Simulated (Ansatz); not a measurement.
# H2MgOS (SMILES [OH][Mg][SH]): functionals against CCSD(T) at one geometry

The task here is to estimate one member of a computed series from the others.

Computed with Ansatz 0.2.0, Gaussian basis. Level: single points in def2-TZVPP.

Correlated methods freeze the cores. The outer core shell of Li, Na, Mg and K is correlated. B3LYP uses VWN-RPA correlation.

## Where the work starts

5 atoms, charge 0, spin multiplicity 1.

Atoms are counted from 1 here; the program's logs count them from 0.

Bond lengths: O1–Mg2 1.759 Å, O1–H4 1.073 Å, Mg2–S3 2.403 Å, S3–H5 1.439 Å. Angles: Mg2–O1–H4 163.9°, O1–Mg2–S3 135.3°, Mg2–S3–H5 87.1°.

As a file:

| atom | x (Å) | y (Å) | z (Å) |
| --- | --- | --- | --- |
| O1 | -1.00450 | -1.19090 | 0.04300 |
| Mg2 | -0.71080 | 0.50990 | -0.29400 |
| S3 | 1.18820 | 1.97520 | -0.15110 |
| H4 | -1.47070 | -2.14020 | 0.22510 |
| H5 | 1.97000 | 0.81210 | 0.17640 |

Set-up of the first run:

run/in.yaml reads:

```yaml
crystal:
  periodic: [false, false, false]
  atoms:
    - {symbol: O, position_ang: [-1.004500, -1.190900, 0.043000]}
    - {symbol: Mg, position_ang: [-0.710800, 0.509900, -0.294000]}
    - {symbol: S, position_ang: [1.188200, 1.975200, -0.151100]}
    - {symbol: H, position_ang: [-1.470700, -2.140200, 0.225100]}
    - {symbol: H, position_ang: [1.970000, 0.812100, 0.176400]}
basis:
  gaussian: {orbitals: def2-TZVPP}
correlation: {method: ccsd_t}
output: {forces: true}
```

Run with:

```bash
$ ansatz run in.yaml --threads 4 --pin off --events-out ev --progress --plain --max-ram 5222MiB
```

Among the steps run: CCSD(T)/def2-TZVPP; PBE0-D4/def2-TZVPP; wB97M-V/def2-TZVPP; r2SCAN-D4/def2-TZVPP; PBE-D4/def2-TZVPP; BLYP-D4/def2-TZVPP; B3LYP-D4/def2-TZVPP.

One of the session's tables, all rows but one given; the rest of the session is left out.

| method | RMS force component (eV/Å) | angle to CCSD(T) forces (°) | dipole (D) |
| --- | --- | --- | --- |
| CCSD(T) | 1.937 | reference | 4.03 |
| PBE0-D4 | 1.965 | 0.6 | 3.85 |
| wB97M-V | 1.965 | 1.0 | 3.95 |
| r2SCAN-D4 | 1.905 | 0.6 | 3.87 |
| PBE-D4 | 1.775 | 3.7 | 3.52 |
| BLYP-D4 | ? | ? | ? |
| B3LYP-D4 | 1.899 | 1.0 | 3.75 |

Estimate the missing values for BLYP-D4.

**Answer.** RMS force component (eV/Å): 1.738; angle to CCSD(T) forces (°): 4.5; dipole (D): 3.46. In the column «RMS force component (eV/Å)» it is the lowest.
